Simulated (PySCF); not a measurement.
# NaSi: frontier orbitals

PBE at R = 2.715 Å; Na jorge-DZP-DKH, Si jorge-DZP-DKH; spin-free X2C with a Gaussian nucleus (PySCF 2.14). State: ⁴Σ⁻ (quartet), unpaired electrons σ ↑, π ↑↑. Only the outer orbitals are listed, counted within each symmetry.

```tsv
spin	orbital	occ.	ε (eV)	on Na (%)	main shells (%)
α	5σ	1	-57.74	100	100 Na s
α	2π	1	-29.69	100	100 Na p
α	2π	1	-29.69	100	100 Na p
α	6σ	1	-29.69	100	100 Na p
α	7σ	1	-9.96	4	96 Si s
α	8σ	1	-4.17	28	71 Si p, 27 Na s
α	3π	1	-3.47	11	88 Si p, 9 Na p
α	3π	1	-3.47	11	88 Si p, 9 Na p
α	9σ	0	-2.26	81	62 Na s, 20 Si p, 19 Na p
α	4π	0	-0.58	94	91 Na p
α	4π	0	-0.58	94	91 Na p
β	5σ	1	-57.69	100	100 Na s
β	2π	1	-29.63	100	100 Na p
β	2π	1	-29.63	100	100 Na p
β	6σ	1	-29.63	100	100 Na p
β	7σ	1	-8.07	9	90 Si s
β	8σ	0	-2.72	49	48 Si p, 48 Na s
β	3π	0	-1.61	22	78 Si p, 18 Na p
β	3π	0	-1.61	22	78 Si p, 18 Na p
```

Q: Which are the highest filled and the lowest empty level, where do they sit, and how wide is the gap?

A: Highest filled α 3π at -3.47 eV (in %: 88 Si p, 9 Na p); lowest empty β 8σ at -2.72 eV (in %: 48 Si p, 48 Na s); the gap at PBE is 0.75 eV.

The bond order (Mayer) is 1.04, the ⟨S²⟩ is 3.750 and the charge on Na (Mulliken, basis-dependent) is 0.36. The charge on Na (Löwdin, basis-dependent) is -0.09 and the dipole moment (positive dipole means Na(−)Si(+)) is -6.51 D. The polarisability along the bond is 139.2 bohr³ and the polarisability across the bond is 74.9 bohr³.

The state is the lowest determinant that a PBE0 search found; another state may lie lower at other levels.
